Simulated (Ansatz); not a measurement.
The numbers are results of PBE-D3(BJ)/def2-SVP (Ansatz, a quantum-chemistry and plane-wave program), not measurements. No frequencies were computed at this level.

Ansatz 0.2 input:
```yaml
crystal:
  periodic: [false, false, false]
  atoms:
    - { symbol: C, position_ang: [0.001202, -0.012214, 0.038887] }
    - { symbol: O, position_ang: [-0.053935, 1.29823, 0.035235] }
    - { symbol: H, position_ang: [0.888204, -0.370556, -0.533766] }
    - { symbol: H, position_ang: [-0.011317, -0.478479, 1.039291] }
    - { symbol: H, position_ang: [-0.824154, -0.436981, -0.579646] }
basis:
  gaussian: { orbitals: def2-svp }
hamiltonian:
  xc: pbe
  dispersion: d3bj
relax:
  max_steps: 150
magnetization:
  spin_polarized: true
  initial_magnetization: 1
```

Output:

```
Functional definition: PBE
475 factors; their error is unknown
mean field evaluation 1: about -3121.0547 eV, gradient 2.7e1 eV
mean field evaluation 2: about -3118.4404 eV, gradient 3.5e1 eV
mean field evaluation 4: about -3124.4300 eV, gradient 2.7e0 eV
mean field evaluation 8: about -3124.4419 eV, gradient 1.8e-2 eV
mean field evaluation 16: about -3124.4419 eV, gradient 8.5e-5 eV
mean field evaluation 32: about -3124.4290 eV, gradient 1.4e0 eV
mean field -3124.44187743 eV, -114.8211211728 hartree, gradient 9.6e-6 eV, S^2 0.752237; 3 other end points of the search recorded, 0 dependent functions left out
reference -3124.44189617 eV, -114.8211218616 hartree; 9, 8 occupied and 34, 35 virtual orbitals, 475 factors
relax step   1: F+E_penalty+E_count = -3124.48188809 eV  Δ(F+E_penalty+E_count) = +0.000e0 eV  max|allowed force component| = 1.637e0 eV/Å  Δτ_max = 0.0000 Å  (91 SCF iters, accepted)
these checks for a lower state are left out or cut short: starts, cluster_reference, orbital_swaps, neighbouring_geometries, increment
475 factors; their error is unknown
mean field -3124.48205286 eV, -114.8225975928 hartree, gradient 1.0e-5 eV, S^2 0.752280; 0 other end points of the search recorded, 0 dependent functions left out
reference -3124.48207178 eV, -114.8225982878 hartree; 9, 8 occupied and 34, 35 virtual orbitals, 475 factors
relax step   2: F+E_penalty+E_count = -3124.52200944 eV  Δ(F+E_penalty+E_count) = -4.012e-2 eV  max|allowed force component| = 4.937e-1 eV/Å  Δτ_max = 0.0272 Å  (36 SCF iters, accepted)
these checks for a lower state are left out or cut short: starts, cluster_reference, orbital_swaps, neighbouring_geometries, increment
475 factors; their error is unknown
mean field -3124.48589065 eV, -114.8227386288 hartree, gradient 8.1e-6 eV, S^2 0.752280; 0 other end points of the search recorded, 0 dependent functions left out
reference -3124.48590965 eV, -114.8227393270 hartree; 9, 8 occupied and 34, 35 virtual orbitals, 475 factors
relax step   3: F+E_penalty+E_count = -3124.52582633 eV  Δ(F+E_penalty+E_count) = -3.817e-3 eV  max|allowed force component| = 1.314e-1 eV/Å  Δτ_max = 0.0098 Å  (39 SCF iters, accepted)
these checks for a lower state are left out or cut short: starts, cluster_reference, orbital_swaps, neighbouring_geometries, increment
475 factors; their error is unknown
mean field evaluation 64: about -3124.4862 eV, gradient 1.4e-4 eV
mean field -3124.48617068 eV, -114.8227489196 hartree, gradient 9.4e-6 eV, S^2 0.752267; 0 other end points of the search recorded, 0 dependent functions left out
reference -3124.48618969 eV, -114.8227496185 hartree; 9, 8 occupied and 34, 35 virtual orbitals, 475 factors
relax step   4: F+E_penalty+E_count = -3124.52610714 eV  Δ(F+E_penalty+E_count) = -2.808e-4 eV  max|allowed force component| = 7.619e-2 eV/Å  Δτ_max = 0.0035 Å  (36 SCF iters, accepted)
these checks for a lower state are left out or cut short: starts, cluster_reference, orbital_swaps, neighbouring_geometries, increment
475 factors; their error is unknown
mean field -3124.48801137 eV, -114.8228165637 hartree, gradient 4.6e-6 eV, S^2 0.752196; 0 other end points of the search recorded, 0 dependent functions left out
reference -3124.48803048 eV, -114.8228172661 hartree; 9, 8 occupied and 34, 35 virtual orbitals, 475 factors
relax step   5: F+E_penalty+E_count = -3124.52794721 eV  Δ(F+E_penalty+E_count) = -1.840e-3 eV  max|allowed force component| = 3.402e-1 eV/Å  Δτ_max = 0.0258 Å  (43 SCF iters, accepted)
these checks for a lower state are left out or cut short: starts, cluster_reference, orbital_swaps, neighbouring_geometries, increment
475 factors; their error is unknown
mean field evaluation 96: about -3124.4887 eV, gradient 2.2e-5 eV
mean field -3124.48866764 eV, -114.8228406812 hartree, gradient 9.2e-6 eV, S^2 0.752171; 0 other end points of the search recorded, 0 dependent functions left out
reference -3124.48868676 eV, -114.8228413838 hartree; 9, 8 occupied and 34, 35 virtual orbitals, 475 factors
relax step   6: F+E_penalty+E_count = -3124.52860061 eV  Δ(F+E_penalty+E_count) = -6.534e-4 eV  max|allowed force component| = 5.150e-1 eV/Å  Δτ_max = 0.0194 Å  (39 SCF iters, accepted)
these checks for a lower state are left out or cut short: starts, cluster_reference, orbital_swaps, neighbouring_geometries, increment
475 factors; their error is unknown
mean field -3124.49102179 eV, -114.8229271948 hartree, gradient 6.2e-6 eV, S^2 0.752201; 0 other end points of the search recorded, 0 dependent functions left out
reference -3124.49104093 eV, -114.8229278982 hartree; 9, 8 occupied and 34, 35 virtual orbitals, 475 factors
relax step   7: F+E_penalty+E_count = -3124.53094975 eV  Δ(F+E_penalty+E_count) = -2.349e-3 eV  max|allowed force component| = 2.786e-1 eV/Å  Δτ_max = 0.0133 Å  (36 SCF iters, accepted)
these checks for a lower state are left out or cut short: starts, cluster_reference, orbital_swaps, neighbouring_geometries, increment
475 factors; their error is unknown
mean field -3124.49273006 eV, -114.8229899724 hartree, gradient 1.2e-5 eV, S^2 0.752227; 0 other end points of the search recorded, 0 dependent functions left out
reference -3124.49274912 eV, -114.8229906731 hartree; 9, 8 occupied and 34, 35 virtual orbitals, 475 factors
relax step   8: F+E_penalty+E_count = -3124.53266377 eV  Δ(F+E_penalty+E_count) = -1.714e-3 eV  max|allowed force component| = 1.390e-1 eV/Å  Δτ_max = 0.0061 Å  (34 SCF iters, accepted)
these checks for a lower state are left out or cut short: starts, cluster_reference, orbital_swaps, neighbouring_geometries, increment
475 factors; their error is unknown
mean field -3124.49309153 eV, -114.8230032564 hartree, gradient 1.3e-5 eV, S^2 0.752249; 0 other end points of the search recorded, 0 dependent functions left out
reference -3124.49311055 eV, -114.8230039553 hartree; 9, 8 occupied and 34, 35 virtual orbitals, 475 factors
relax step   9: F+E_penalty+E_count = -3124.53302785 eV  Δ(F+E_penalty+E_count) = -3.641e-4 eV  max|allowed force component| = 2.015e-2 eV/Å  Δτ_max = 0.0056 Å  (36 SCF iters, accepted)
these checks for a lower state are left out or cut short: starts, cluster_reference, orbital_swaps, neighbouring_geometries, increment
475 factors; their error is unknown
mean field evaluation 128: about -3124.4931 eV, gradient 2.3e-3 eV
mean field -3124.49312289 eV, -114.8230044088 hartree, gradient 1.2e-5 eV, S^2 0.752254; 0 other end points of the search recorded, 0 dependent functions left out
reference -3124.49314191 eV, -114.8230051078 hartree; 9, 8 occupied and 34, 35 virtual orbitals, 475 factors
relax step  10: F+E_penalty+E_count = -3124.53305884 eV  Δ(F+E_penalty+E_count) = -3.099e-5 eV  max|allowed force component| = 1.116e-2 eV/Å  Δτ_max = 0.0026 Å  (32 SCF iters, accepted)
these checks for a lower state are left out or cut short: starts, cluster_reference, orbital_swaps, neighbouring_geometries, increment
475 factors; their error is unknown
mean field -3124.49312817 eV, -114.8230046027 hartree, gradient 9.6e-6 eV, S^2 0.752252; 0 other end points of the search recorded, 0 dependent functions left out
reference -3124.49314719 eV, -114.8230053018 hartree; 9, 8 occupied and 34, 35 virtual orbitals, 475 factors
relax step  11: F+E_penalty+E_count = -3124.53306404 eV  Δ(F+E_penalty+E_count) = -5.198e-6 eV  max|allowed force component| = 1.487e-3 eV/Å  Δτ_max = 0.0007 Å  (30 SCF iters, accepted)
475 factors; their error is unknown
mean field evaluation 160: about -3124.4931 eV, gradient 4.8e-5 eV
mean field -3124.49312817 eV, -114.8230046027 hartree, gradient 9.6e-6 eV, S^2 0.752252; 4 other end points of the search recorded, 0 dependent functions left out
reference -3124.49314719 eV, -114.8230053018 hartree; 9, 8 occupied and 34, 35 virtual orbitals, 475 factors
Total energy: -3124.53308306 eV, -114.8244729179 hartree
Atom 0 at     0.044009    -0.009142     0.026380 Å, force     0.001487     0.000185     0.001273 eV/Å
Atom 1 at    -0.095160     1.328021     0.026180 Å, force    -0.000487    -0.000526    -0.000259 eV/Å
Atom 2 at     0.931801    -0.402802    -0.540772 Å, force    -0.000537    -0.000082    -0.000292 eV/Å
Atom 3 at    -0.034303    -0.503076     1.033719 Å, force    -0.000305     0.000185    -0.000411 eV/Å
Atom 4 at    -0.846348    -0.413000    -0.545505 Å, force    -0.000158     0.000238    -0.000311 eV/Å
Dipole moment:    -0.017205    -0.414452    -0.036907 e Å
```

Cost: around 10 core-seconds (rough).
